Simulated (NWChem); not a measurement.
## Total energies of O₃ (-1)

```xyz
3

O     -1.1571     0.0000     0.2409
O      0.0000     0.0000    -0.4818
O      1.1571     0.0000     0.2409
```
Charge -1, spin multiplicity 2.

Everything below was run with NWChem. The geometry was optimised at UPBE/def2-SVP, a minimum by its harmonic frequencies.

Basis set: aug-cc-pVDZ (69 functions).

```
method                         total energy (Ha)
-----------------------------  -----------------
UHF                                   -224.39548
UMP2                                  -225.00557
UB2PLYP                               -225.37420
UPBE                                  -225.34848
UB3LYP                                -225.54997
ULC-wPBE (omega 0.3 per bohr)         -225.37629
```

Total energies of different functionals aren't comparable as a measure of quality: only differences taken within one method are. 

The correlated methods keep 3 core orbitals frozen. B3LYP has NWChem's definition, with VWN1-RPA local correlation. The structure started from a generated list of species. The unpaired electrons of the parent sit in orbitals of symmetry b2 (C2v labels of the run); other states weren't searched. The anion's geometry comes from a basis without diffuse functions. No SCF solution was tested for a lower state. Open-shell Hartree-Fock references start from PBE0 orbitals.
